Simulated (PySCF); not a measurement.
C3H6F2O.
SMILES with atom numbers: `[CH3:1][O:2][C@H:3]([F:4])[CH2:5][F:6]`

Structure used (GFN2-xTB), in Å, numbered top down from 1:
```
atom  x, y, z in Å
C1     1.789    0.436    0.478
O2     0.454    0.707    0.082
C3    -0.302   -0.399   -0.172
F4     0.148   -1.026   -1.331
C5    -1.760    0.004   -0.392
F6    -2.430   -0.023    0.798
H7     1.806   -0.170    1.390
H8     2.334   -0.083   -0.315
H9     2.246    1.404    0.667
H10   -0.224   -1.169    0.617
H11   -2.248   -0.707   -1.065
H12   -1.813    1.023   -0.784
```

The computed photoelectron lines, unassigned: C 1s: 292.66 (area 1), 293.45 (area 1), 294.77 (area 1) eV; O 1s: 539.35 eV; F 1s: 692.51 (area 1), 692.86 (area 1) eV.

Computed with delta-SCF UKS SCAN, pcX-2 on the ionised atom, pcseg-1 elsewhere, spin-free X2C (PySCF 2.14.0). Geometry: GFN2-xTB, one conformer, isolated molecule.

(1) Which carbon gives which C 1s line?

(2) Assign the F 1s lines to atoms.

## Answers

(1) 292.66 eV: C1 (methoxy carbon); 293.45 eV: C5 (sp3 C–F carbon); 294.77 eV: C3 (sp3 C–F carbon). The listed C 1s values span 2.11 eV, from C1 (bonded to O and 3 H) to C3 (bonded to F, O, C and H). Summing the Pauling electronegativity differences to the bonded atoms, each weighted by its formal bond order, gives -0.16 for the lowest site and +1.97 for the highest; no listed site has a larger sum than the highest.

(2) 692.51 eV: F4 (alkyl fluorine); 692.86 eV: F6 (alkyl fluorine). The listed F 1s values span 0.35 eV, from F4 (bonded to C) to F6 (bonded to C). Summing the Pauling electronegativity differences to the bonded atoms, each weighted by its formal bond order, gives -1.43 for the lowest site and -1.43 for the highest; the sum is the same at every site.

Bonded neighbours of each site: C1: O and 3 H; O2: 2 C; C3: F, O, C and H; F4: C; C5: F, C and 2 H; F6: C.

Q: Give the binding energy of F 1s of F4 in hartree and in kJ/mol.

A: 692.51 eV = 25.4493 Eh = 66817 kJ/mol.
